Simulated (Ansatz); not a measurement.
## A computed series for InSb: pressure series

Consider InSb in the zinc blende structure (space group F-43m, No. 216; a = 6.635 Å).

Cell and atoms are relaxed at each pressure.

All numbers come from Kohn–Sham DFT with the PBE functional, run in Ansatz (a first-principles code) with PAW and 420 eV plane waves, no spin-orbit coupling, earlier PAW set.

| P (GPa) | V (Å³/atom) |
|---|---|
| -2.00 | 38.925 |
| -1.01 | 37.617 |
| 0.30 | 36.228 |
| 0.70 | 35.861 |
| 1.48 | 35.194 |
| 3.00 | 34.085 |
| 5.01 | 32.863 |

A third-order Birch–Murnaghan fit to these points gives V₀ = 36.52 Å³/atom, B₀ = 37 GPa and B₀′ = 4.9. At pressure 5 GPa the volume is 90.0 % of V₀.

Measured bulk modulus of InSb: 46.1 GPa (static lattice; corrected from measurement; as listed in Daniel Mejia-Rodriguez, S. B. Trickey, Phys. Rev. B (2018)); the computed value is 20 % below it.

Load acts through the strain it causes; cell and atoms are relaxed under it. Whether these cells are dynamically stable was not tested. Tetrahedral semiconductors of this kind turn to denser phases somewhere between about 1 and 50 GPa; those were not computed, so compressed cells here can lie past the real transition. All final runs are without spin polarisation.
